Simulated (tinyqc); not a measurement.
Starting guesses with DIIS over 6 matrices: SCF starting guesses in the sto-3g basis, for LiH, spin multiplicity 1. Computed by the program tinyqc with PySCF. 

Geometry (angstrom):
```
atom,x,y,z
Li,0.0000,0.0000,0.0000
H,0.0000,0.0000,1.7820
```

lowest restricted solution found by these runs and by PySCF = -7.851449 hartree

RHF with one setting changed at a time; a run stops when the energy changes by less than 1e-09 hartree and the error matrix is below 1e-5. Starts: the lowest orbitals of the core Hamiltonian, of the Wolfsberg-Helmholz matrix (K = 1.75), projected atomic densities, random orbitals, and the highest orbitals of the core Hamiltonian (a deliberately bad start).

Largest element of the error matrix X^T (FDS - SDF) X:
```
iteration,core,Wolfsberg-Helmholz,atomic densities,random,highest core orbitals
1,1.9e-01,7.0e-02,1.3e-01,1.6e+00,1.1e-01
2,2.4e-02,2.5e-02,7.7e-02,1.8e-01,1.9e-01
3,5.3e-03,1.2e-02,2.2e-02,3.5e-02,2.0e-01
4,8.3e-04,1.0e-03,5.1e-03,1.6e-02,1.7e-01
5,3.2e-05,5.7e-04,3.8e-04,2.4e-03,1.9e-01
6,2.6e-06,4.9e-05,3.1e-05,5.4e-04,1.8e-01
8,-,1.7e-07,1.5e-08,1.3e-05,1.5e-01
10,-,-,-,-,2.2e-02
14,-,-,-,-,2.4e-07
```

How each run ends:
```
run,iterations,E (hartree),state
core,7,-7.85145,lowest found
Wolfsberg-Helmholz,8,-7.85145,lowest found
atomic densities,8,-7.85145,lowest found
random,9,-7.85145,lowest found
highest core orbitals,14,-7.85145,lowest found
```

5 of 5 runs reach the lowest restricted solution found, in 7 to 14 iterations (fastest: core). The first errors are 2e-01, 7e-02, 1e-01, 2e+00, 1e-01.
